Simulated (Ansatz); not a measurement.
System: CS₂, charge 1, doublet. CS2+ (parent SMILES S=C=S, doublet).
B3LYP-D3(BJ)/def2-TZVP minimum from Ansatz (a first-principles code):
```
C
S 1 1.5517
S 1 1.5517 2 180.00
```
Charge +1, spin multiplicity 2.

Hartree-Fock and MP2 correlation energies in hartree (Ansatz). Open shells are spin-unrestricted; no spin-orbit coupling. Cores are frozen in correlated methods. No relativity. The UHF reference of CS2+ (parent SMILES S=C=S, doublet) is spin-contaminated (<S^2> up to 0.28 over the pure value in the sets run). The spin of CS2+ (parent SMILES S=C=S, doublet) was assumed, and the state is the lowest solution found for it.

```tsv
basis	X	E(HF)	E(corr, MP2)
cc-pV(T+d)Z	3	-832.65160	-0.42365
cc-pV(Q+d)Z	4	-832.66088	-0.45623
cc-pV(5+d)Z	5	-832.66264	withheld
```

Question: Fit E(corr) = E∞ + A/X³ to X = 3 and 4, predict X = 5, and compare with the run.

Answer: A = (-0.42365 - (-0.45623))/(1/27 - 1/64) = 1.5216; E∞ = -0.45623 - A/64 = -0.48000; at X = 5, E∞ + A/125 = -0.46783. The run gave -0.47052, 2.69 mEh below the prediction. The same form on X = 4 and 5 gives E∞ = -0.48551, 5.51 mEh below the first estimate.
